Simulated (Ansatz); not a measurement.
SnH₂, triplet along the angle H2-Sn1-H3

Starting geometry (PBE0/def2-TZVP stationary point for this spin, not checked as a minimum):

```yaml
atoms:
  - { symbol: Sn, position_ang: [0.0000, -0.0144, 0.0000] }
  - { symbol: H, position_ang: [0.0000, 0.8475, -1.4828] }
  - { symbol: H, position_ang: [0.0000, 0.8475, 1.4828] }
```

From there the angle named below is changed in its plane at fixed bond lengths, both arms turning rigidly about the middle atom; atoms are numbered as listed. Energies are in eV, counted from the starting geometry at the same level. Kohn–Sham curves are unrestricted where that lies lower.

Basis def2-SVP with its core potentials; Ansatz 0.2.0. Only valence electrons are correlated (noble-gas cores and the filled d shells of p-block atoms frozen). No spin–orbit coupling is included; scalar relativity enters through the core potentials alone.

In so small a basis the reference is far from its limit while semilocal and hybrid functionals are nearer theirs (RPA and double hybrids share much of the reference's basis error), so the functionals' errors here hold much of the reference's basis and frozen-core error, which can add to them or hide them.

Full CI is exact within this basis and frozen core; it isn't the basis-set limit.

| angle H2-Sn1-H3 (°) | full CI | PBE | revPBE | r2SCAN | PBE0 | B3LYP | wB97M-V | B2PLYP | RPA-PBE |
| --- | --- | --- | --- | --- | --- | --- | --- | --- | --- |
| 68.2 | 1.228 | 1.232 | 1.233 | 1.271 | 1.271 | 1.267 | 1.266 | 1.277 | 1.094 |
| 91.3 | 0.315 | 0.323 | 0.321 | 0.331 | 0.333 | 0.327 | 0.328 | 0.329 | 0.282 |
| 104.0 | 0.085 | 0.093 | 0.091 | 0.093 | 0.095 | 0.091 | 0.091 | 0.090 | 0.071 |
| 119.7 | 0.000 | 0.000 | 0.000 | 0.000 | 0.000 | 0.000 | 0.000 | 0.000 | 0.000 |
| 119.8 | 0.000 | 0.000 | 0.000 | 0.000 | 0.000 | 0.000 | 0.000 | 0.000 | 0.000 |
| 142.2 | 0.202 | 0.175 | 0.179 | 0.190 | 0.190 | 0.195 | 0.200 | 0.204 | 0.203 |
| 158.8 | 0.562 | 0.508 | 0.516 | 0.540 | 0.544 | 0.558 | 0.568 | 0.576 | 0.548 |
| 180.0 | 1.007 | 0.912 | 0.928 | 0.924 | 0.979 | 1.041 | 1.052 | 1.065 | 0.958 |
